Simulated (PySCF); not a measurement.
HO, SMILES `[OH]` (charge 0, multiplicity 2)

Calculation: PBE-D3(BJ)/def2-TZVP in PySCF.

| Quantity | Result |
|---|---|
| highest occupied spin orbital | -7.15 eV |
| dipole moment | 1.73 D |
| total energy | -2059.41 eV |
| cost | very roughly 6 core-seconds |

Bond lengths (Å): O1–H2 0.986.
Charge 0, spin multiplicity 2.
